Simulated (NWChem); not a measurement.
Everything below was run with NWChem. System: dimethylamine (C2H7N), charge 0, spin multiplicity 1, at a geometry optimised with PBE0/def2-SVP. Level: MP2/def2-TZVP, 3 core orbitals frozen.

Part of the output:

```
             Northwest Computational Chemistry Package (NWChem) 7.3.0
             --------------------------------------------------------

                                NWChem Input Module
                                -------------------

 Scaling coordinates for geometry "geometry" by  1.889725989
 (inverse scale =  0.529177249)

 Turning off AUTOSYM since
 SYMMETRY directive was detected!

                             Geometry "geometry" -> ""
                             -------------------------

 Output coordinates in angstroms (scale by  1.889725989 to convert to a.u.)

  No.       Tag          Charge          X              Y              Z
 ---- ---------------- ---------- -------------- -------------- --------------
    1 C                    6.0000     0.01837700     0.21673500    -1.20726200
    2 N                    7.0000    -0.14001000    -0.55144500     0.00000000
    3 C                    6.0000     0.01837700     0.21673500     1.20726200
    4 H                    1.0000     0.98611800     0.76243900    -1.28861200
    5 H                    1.0000    -0.78151300     0.97329500    -1.27862000
    6 H                    1.0000    -0.07538000    -0.43607400    -2.08862100
    7 H                    1.0000     0.50110000    -1.34002500     0.00000000
    8 H                    1.0000     0.98611800     0.76243900     1.28861200
    9 H                    1.0000    -0.07538000    -0.43607400     2.08862100
   10 H                    1.0000    -0.78151300     0.97329500     1.27862000

 Effective nuclear repulsion energy (a.u.)      84.2929050501

            Nuclear Dipole moment (a.u.)
            ----------------------------
        X                 Y               Z
 ---------------- ---------------- ----------------
     0.0000075589    -0.0000000000     0.0000000000

      Symmetry information
      --------------------

 Group name             Cs
 Group number              2
 Group order               2
 No. of unique centers     6

      Symmetry unique atoms

     1    2    4    5    6    7


 Summary of "ao basis" -> "" (spherical)
 ------------------------------------------------------------------------------
       Tag                 Description            Shells   Functions and Types
 ---------------- ------------------------------  ------  ---------------------
 *                         def2-tzvp                  on all atoms

 Summary of "ao basis" -> "ao basis" (spherical)
 ------------------------------------------------------------------------------
       Tag                 Description            Shells   Functions and Types
 ---------------- ------------------------------  ------  ---------------------
 C                         def2-tzvp                11       31   5s3p2d1f
 N                         def2-tzvp                11       31   5s3p2d1f
 H                         def2-tzvp                 4        6   3s1p

                                 NWChem SCF Module
                                 -----------------

  ao basis        = "ao basis"
  functions       =   135
  atoms           =    10
  closed shells   =    13
  open shells     =     0
  charge          =   0.00
  wavefunction    = RHF
  use symmetry    = T
  symmetry adapt  = T

 Summary of "ao basis" -> "ao basis" (spherical)
 ------------------------------------------------------------------------------
       Tag                 Description            Shells   Functions and Types
 ---------------- ------------------------------  ------  ---------------------
 C                         def2-tzvp                11       31   5s3p2d1f
 N                         def2-tzvp                11       31   5s3p2d1f
 H                         def2-tzvp                 4        6   3s1p

      Symmetry analysis of basis
      --------------------------

        a'         75
        a"         60

 Forming initial guess at       0.1s

      Superposition of Atomic Density Guess
      -------------------------------------

 Sum of atomic energies:        -133.15287263

      Non-variational initial energy
      ------------------------------

 Total energy =    -135.139657
 1-e energy   =    -344.393610
 2-e energy   =     124.961048
[...]
    11      0.171267   1 C  pz               73      0.171267   3 C  pz
    39     -0.161512   2 N  pz               42     -0.150304   2 N  pz

 Vector   13  Occ=2.000000D+00  E=-3.648677D-01  Symmetry=a'
              MO Center= -6.8D-02, -2.6D-01,  9.5D-14, r^2= 2.0D+00
   Bfn.  Coefficient  Atom+Function         Bfn.  Coefficient  Atom+Function
  ----- ------------  ---------------      ----- ------------  ---------------
    37      0.340687   2 N  px               40      0.318140   2 N  px
    43      0.279046   2 N  px               44      0.151344   2 N  py

 Vector   14  Occ=0.000000D+00  E= 1.376863D-01  Symmetry=a'
              MO Center=  5.4D-01, -2.7D-01, -2.3D-14, r^2= 7.8D+00
   Bfn.  Coefficient  Atom+Function         Bfn.  Coefficient  Atom+Function
  ----- ------------  ---------------      ----- ------------  ---------------
     5      3.238276   1 C  s                67      3.238276   3 C  s
   114     -1.308229   7 H  s                96     -1.290648   4 H  s
   120     -1.290648   8 H  s               108     -1.266648   6 H  s
   126     -1.266648   9 H  s               102     -1.188934   5 H  s
   132     -1.188934  10 H  s                44     -0.547580   2 N  py

 Vector   15  Occ=0.000000D+00  E= 1.757126D-01  Symmetry=a'
              MO Center=  1.8D-01, -1.8D-01,  1.2D-13, r^2= 8.0D+00
   Bfn.  Coefficient  Atom+Function         Bfn.  Coefficient  Atom+Function
  ----- ------------  ---------------      ----- ------------  ---------------
    36      2.750133   2 N  s                 5     -2.387433   1 C  s
    67     -2.387433   3 C  s               114     -1.722261   7 H  s
   102      1.357708   5 H  s               132      1.357708  10 H  s
    96      1.011427   4 H  s               120      1.011427   8 H  s
    43      0.568158   2 N  px              108      0.267219   6 H  s

 Vector   16  Occ=0.000000D+00  E= 1.839977D-01  Symmetry=a"
              MO Center=  8.3D-02,  4.2D-01,  4.1D-15, r^2= 1.0D+01
   Bfn.  Coefficient  Atom+Function         Bfn.  Coefficient  Atom+Function
  ----- ------------  ---------------      ----- ------------  ---------------
     5      5.080762   1 C  s                67     -5.080762   3 C  s
   102     -1.799393   5 H  s               132      1.799393  10 H  s
    96     -1.684701   4 H  s               120      1.684701   8 H  s
   108     -1.643607   6 H  s               126      1.643607   9 H  s
    45      0.823839   2 N  pz                4     -0.406180   1 C  s

 center of mass
 --------------
 x =  -0.03162395 y =  -0.05247256 z =  -0.00000000

 moments of inertia (a.u.)
 ------------------
         217.977333867197          -1.884102152137           0.000000000000
          -1.884102152137         193.339280793479           0.000000000000
           0.000000000000           0.000000000000          51.247230965868

  Mulliken analysis of the total density
  --------------------------------------

    Atom       Charge   Shell Charges
 -----------   ------   -------------------------------------------------------
    1 C    6     6.19   0.85  1.12  0.48  0.65  0.10  1.22  1.32  0.33  0.03  0.08  0.01
    2 N    7     7.39   0.82  1.16  0.50  0.86  0.15  1.50  1.76  0.58  0.01  0.06  0.00
    3 C    6     6.19   0.85  1.12  0.48  0.65  0.10  1.22  1.32  0.33  0.03  0.08  0.01
    4 H    1     0.92   0.27  0.50  0.14  0.02
    5 H    1     0.90   0.27  0.50  0.11  0.02
    6 H    1     0.89   0.27  0.50  0.10  0.02
    7 H    1     0.80   0.26  0.44  0.06  0.04
    8 H    1     0.92   0.27  0.50  0.14  0.02
    9 H    1     0.89   0.27  0.50  0.10  0.02
   10 H    1     0.90   0.27  0.50  0.11  0.02

       Multipole analysis of the density wrt the origin
       ------------------------------------------------

     L   x y z        total         open         nuclear
     -   - - -        -----         ----         -------
     0   0 0 0     -0.000000      0.000000     26.000000

     1   1 0 0      0.391378      0.000000      0.000008
     1   0 1 0      0.042272      0.000000     -0.000000
     1   0 0 1      0.000000      0.000000      0.000000

     2   2 0 0    -16.263380      0.000000     12.749129
     2   1 1 0     -1.508084      0.000000     -0.125236
     2   1 0 1      0.000000      0.000000      0.000000
     2   0 2 0    -15.255934      0.000000     28.302651
     2   0 1 1     -0.000000      0.000000      0.000000
     2   0 0 2    -14.887152      0.000000    117.149600

                   NWChem MP2 Semi-direct Energy/Gradient Module
                   ---------------------------------------------

  Basis functions       =    135
  Molecular orbitals    =    135
  Frozen core           =      3
  Frozen virtuals       =      0
  Active alpha occupied =     10
  Active beta occupied  =     10
  Active alpha virtual  =    122
  Active beta virtual   =    122
  Use MO symmetry       = T
  Use skeleton AO sym   = T

  AO/Fock/Back tols     =   1.0D-09  1.0D-09  1.0D-09

 GA uses MA = F    GA memory limited = T

 Available:
  local mem=  1.26D+08
 global mem=  1.44D+08
 local disk=  0.00D+00
  mp2_memr nvloc                   122
  nvloc new                   122
   1 passes of  10:        5242880                      98154                  37931495.
   1 passes of  10: M    126151385           G      144142750           F     120908505.

 Semi-direct pass number   1 of   1  for RHF alpha+beta  at        9.9s
  vrange nnbf                  9137
  mp2_eaftype                   144  avail_ma_in_mb                  1099
 EAF : mp2_eaftype filesize         144   18965747.
  mp2_eaf for mointskh                    144
Node 0 wrote     89.2 Mb in      0.0 s     Agg I/O rate:  3098.7 Mb/s
 Done moints_semi at       20.1s
  mp2_eaftype                   144  avail_ma_in_mb                   955
 EAF : mp2_eaftype filesize         144   18965747.
  mp2_eaf for kh                   144
 Done maket at       20.5s
 Done multipass loop at       20.5s

          -------------------------------------------
          SCF energy                -134.292942697918
          Correlation energy          -0.556409747533
          Singlet pairs               -0.369248237224
          Triplet pairs               -0.187161510309
          Total MP2 energy          -134.849352445450
          -------------------------------------------

          ---------------------------------------------------
                    Spin Component Scaled (SCS) MP2
          Same spin pairs                     -0.124774340206
          Same spin scaling factor             0.333333333333
          Opposite spin pairs                 -0.431635407327
          Opposite spin scaling fact.          1.200000000000
          SCS-MP2 correlation energy          -0.559553935527
          Total SCS-MP2 energy              -134.852496633445
          ---------------------------------------------------

 -----------------------
 Performance information
 -----------------------

 Timer overhead =  2.24D-07 seconds/call

               Nr. of calls         CPU time (s)                 Wall time (s)                GFlops
             ---------------    -------------------     ------------------------------   -------------------
Name         Min   Avg   Max    Min     Avg     Max     Min     Avg     Max   Mx/calls   Min     Max     Sum
mp2: moin     1     1     1    10.     10.     10.      10.     10.     10.     10.      0.0     0.0     0.0
mp2: make     1     1     1   0.36    0.36    0.36     0.36    0.36    0.36    0.36      0.0     0.0     0.0
mp2: tota     1     1     1    11.     11.     11.      11.     11.     11.     11.      0.0     0.0     0.0

 The average no. of pstat calls per process was 3.00D+00
 with a timing overhead of 6.72D-07s

 Task  times  cpu:       20.4s     wall:       20.4s

 Total times  cpu:       20.5s     wall:       20.5s
```

**Question.** Write an NWChem input that would produce this output.

**Answer.** One answer among several that fit: 
```
start mol
memory heap 200 mb stack 900 mb global 1100 mb
geometry units angstroms nocenter noautoz
  C      0.018377     0.216735    -1.207262
  N     -0.140010    -0.551445     0.000000
  C      0.018377     0.216735     1.207262
  H      0.986118     0.762439    -1.288612
  H     -0.781513     0.973295    -1.278620
  H     -0.075380    -0.436074    -2.088621
  H      0.501100    -1.340025     0.000000
  H      0.986118     0.762439     1.288612
  H     -0.075380    -0.436074     2.088621
  H     -0.781513     0.973295     1.278620
  symmetry group Cs
end
basis spherical
  * library def2-tzvp
end
scf
  rhf
  nopen 0
  maxiter 100
  thresh 1e-7
  semidirect memsize 60000000 filesize 0
end
mp2
  freeze core 3
end
task mp2 energy
```
